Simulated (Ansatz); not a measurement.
**CH2 (triplet): wave-function methods side by side at scale of all distances = 1.298, cc-pVDZ**

Aim: climb from Hartree-Fock through coupled cluster and multireference methods for CH2 (triplet) at one geometry and basis, and see what each rung misses.

Computed with Ansatz 0.2.0, Gaussian basis. Level: cc-pVDZ, core rule «outside noble gas», up to 1 orbitals frozen.

The runs, in order: UHF; CCSD(T) on ROHF; CCSD(T) on UHF; BCCD(T) on ROHF; CISD; CCSDT(Q) on ROHF; CCSDT(Q) on UHF; CISDTQ; CASSCF and MRCISD+Q, 4 electrons in 4 orbitals; CASSCF and NEVPT2, 4 electrons in 4 orbitals; CASSCF and MRCISD+Q, 6 electrons in 6 orbitals; CASSCF and NEVPT2, 6 electrons in 6 orbitals; Full CI.

7 further runs of the same task are left out: 4 that didn't finish, 3 set aside as unsound or not needed.

## 1. The geometry

The geometry derives from a PBE0/def2-TZVP stationary point (not a proven minimum). All distances are scaled together.

3 atoms, charge 0, spin multiplicity 3.

Atoms are counted from 1 here; the program's logs count them from 0.

No contacts short enough for the rule that draws bonds.

## 2. UHF

File in.yaml:

```yaml
crystal:
  periodic: [false, false, false]
  atoms:
    - {symbol: C, position_ang: [0.000000, -0.077318, 0.000000]}
    - {symbol: H, position_ang: [0.000000, 0.460662, -1.293017]}
    - {symbol: H, position_ang: [0.000000, 0.460662, 1.293017]}
basis:
  gaussian: {orbitals: cc-pVDZ}
magnetization: {spin_polarized: true, initial_magnetization: 2}
hamiltonian: {xc: hf}
output: {orbitals: {seedname: orbitals}}
```

On the command line:

```sh
ansatz run in.yaml --threads 1 --pin off --events-out ev --progress --plain --max-ram 2393MiB
```

After this run come: CCSD(T) on ROHF; CCSD(T) on UHF; BCCD(T) on ROHF; CISD; CCSDT(Q) on ROHF; CCSDT(Q) on UHF; CISDTQ; CASSCF and MRCISD+Q, 4 electrons in 4 orbitals; CASSCF and NEVPT2, 4 electrons in 4 orbitals; CASSCF and MRCISD+Q, 6 electrons in 6 orbitals; CASSCF and NEVPT2, 6 electrons in 6 orbitals; Full CI.

Before running them: what should the planned runs give, taken together? Wanted: FCI below the RHF energy; RMP2 from FCI; UMP2 from FCI; RCCSD from FCI; RCCSD(T) from FCI; UCCSD(T) from FCI; RCCSDT(Q) from FCI; UCCSDT(Q) from FCI; NEVPT2 pair from FCI.

The runs gave:

```
                         quantity                                                                                                       value
         FCI below the RHF energy                                                                                                  -3.6804 eV
                    RMP2 from FCI                                                                                                +77.2 kJ/mol
                    UMP2 from FCI                                                                                                +76.5 kJ/mol
                   RCCSD from FCI                                                                                                +10.3 kJ/mol
                RCCSD(T) from FCI                                                                                                 +2.5 kJ/mol
                UCCSD(T) from FCI                                                                                                 +2.5 kJ/mol
               RCCSDT(Q) from FCI                                                                                                 +0.1 kJ/mol
               UCCSDT(Q) from FCI                                                                                                  0.0 kJ/mol
             NEVPT2 pair from FCI                                                                                                +68.0 kJ/mol
           MRCISD+Q pair from FCI                                                                                                 -0.5 kJ/mol
          NEVPT2 valence from FCI                                                                                                +46.3 kJ/mol
levels within 1 kcal/mol (43 meV)  RCCSD(T), UCCSD(T), BCCD(T), RCCSDT, UCCSDT, CISDTQ, RCCSDT(Q), UCCSDT(Q), MRCISD+Q pair, MRCISD+Q valence
                    T1 diagnostic                                                                                                       0.023
   effectively unpaired electrons                                                                                                        2.05
```

RCCSD(T) lands +2.5 kJ/mol from the yardstick (0.7 % of the correlation energy). MRCISD+Q pair falls below full CI: the +Q correction isn't variational, and the cores differ from full CI's. One determinant dominates. Of the multireference levels listed MRCISD+Q pair comes nearest in total energy (-0.5 kJ/mol), which doesn't show that its space is the better one. These misses are within one basis, not against nature; the frozen cores of restricted and unrestricted runs differ, which can shift their rows.
